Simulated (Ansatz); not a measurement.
Process, species as SMILES: F (HF) → [F-] + H+
B3LYP-D3(BJ)/def2-TZVP geometries, fixed; electronic energies without zero-point terms.

Basis-set convergence of the deprotonation energy at wB97M-V with Ansatz (a program for electronic structure). Cartesian d functions, on some or all atoms, in 6-31G*, 6-31+G*; all else is spherical. The program fits the integrals of some runs and decomposes those of others, by size. The functional holds VV10 correlation; no added dispersion term, no relativity. Functions are those of the species that has most. Reference: the value in aug-cc-pV5Z, 373.03 kcal/mol, itself unsure by roughly 0.10 kcal/mol (its mean distance from aug-pcseg-3, aug-cc-pVQZ, def2-QZVPPD). Deviations are taken from unrounded values.

```json
[
 {"basis": "6-31G*", "functions": "17", "deprotonation energy (kcal/mol)": "416.42"},
 {"basis": "6-31+G*", "functions": "21", "deprotonation energy (kcal/mol)": "365.28"},
 {"basis": "cc-pVDZ", "functions": "19", "deprotonation energy (kcal/mol)": "416.40"},
 {"basis": "aug-cc-pVDZ", "functions": "32", "deprotonation energy (kcal/mol)": "369.61"},
 {"basis": "def2-SVP", "functions": "19", "deprotonation energy (kcal/mol)": "415.41"},
 {"basis": "def2-SVPD", "functions": "31", "deprotonation energy (kcal/mol)": "369.55"},
 {"basis": "pcseg-1", "functions": "19", "deprotonation energy (kcal/mol)": "399.07"},
 {"basis": "aug-pcseg-1", "functions": "32", "deprotonation energy (kcal/mol)": "368.03"},
 {"basis": "6-311G**", "functions": "24", "deprotonation energy (kcal/mol)": "406.52"},
 {"basis": "6-311+G**", "functions": "28", "deprotonation energy (kcal/mol)": "371.52"},
 {"basis": "def2-TZVP", "functions": "37", "deprotonation energy (kcal/mol)": "385.10"},
 {"basis": "def2-TZVPD", "functions": "49", "deprotonation energy (kcal/mol)": "371.47"},
 {"basis": "cc-pVTZ", "functions": "44", "deprotonation energy (kcal/mol)": "397.46"},
 {"basis": "aug-cc-pVTZ", "functions": "69", "deprotonation energy (kcal/mol)": "372.34"},
 {"basis": "pcseg-2", "functions": "44", "deprotonation energy (kcal/mol)": "381.07"},
 {"basis": "aug-pcseg-2", "functions": "69", "deprotonation energy (kcal/mol)": "372.57"},
 {"basis": "def2-TZVPP", "functions": "45", "deprotonation energy (kcal/mol)": "386.50"},
 {"basis": "def2-TZVPPD", "functions": "57", "deprotonation energy (kcal/mol)": "372.42"},
 {"basis": "cc-pVQZ", "functions": "85", "deprotonation energy (kcal/mol)": "387.37"},
 {"basis": "aug-cc-pVQZ", "functions": "126", "deprotonation energy (kcal/mol)": "372.98"},
 {"basis": "def2-QZVPP", "functions": "87", "deprotonation energy (kcal/mol)": "378.64"},
 {"basis": "def2-QZVPPD", "functions": "99", "deprotonation energy (kcal/mol)": "372.87"},
 {"basis": "pcseg-3", "functions": "93", "deprotonation energy (kcal/mol)": "374.76"},
 {"basis": "aug-pcseg-3", "functions": "134", "deprotonation energy (kcal/mol)": "372.96"},
 {"basis": "cc-pV5Z", "functions": "146", "deprotonation energy (kcal/mol)": "378.57"},
 {"basis": "aug-cc-pV5Z", "functions": "207", "deprotonation energy (kcal/mol)": "373.03"}
]
```

What the diffuse functions change, pair by pair:
- 6-31G* to 6-31+G*: 4 more functions, deviation 43.39 to -7.75 kcal/mol
- cc-pVDZ to aug-cc-pVDZ: 13 more functions, deviation 43.36 to -3.43 kcal/mol
- def2-SVP to def2-SVPD: 12 more functions, deviation 42.38 to -3.48 kcal/mol
- pcseg-1 to aug-pcseg-1: 13 more functions, deviation 26.04 to -5.01 kcal/mol
- 6-311G** to 6-311+G**: 4 more functions, deviation 33.49 to -1.51 kcal/mol
- def2-TZVP to def2-TZVPD: 12 more functions, deviation 12.07 to -1.56 kcal/mol
- cc-pVTZ to aug-cc-pVTZ: 25 more functions, deviation 24.43 to -0.69 kcal/mol
- pcseg-2 to aug-pcseg-2: 25 more functions, deviation 8.04 to -0.46 kcal/mol
- def2-TZVPP to def2-TZVPPD: 12 more functions, deviation 13.46 to -0.62 kcal/mol
- cc-pVQZ to aug-cc-pVQZ: 41 more functions, deviation 14.33 to -0.05 kcal/mol
- def2-QZVPP to def2-QZVPPD: 12 more functions, deviation 5.61 to -0.17 kcal/mol
- pcseg-3 to aug-pcseg-3: 41 more functions, deviation 1.73 to -0.07 kcal/mol
- cc-pV5Z to aug-cc-pV5Z: 61 more functions, deviation 5.54 to 0.00 kcal/mol

Leaving out the reference's own pair, they bring the value nearer the reference by more than 0.10 kcal/mol in 12 of 12 pairs.
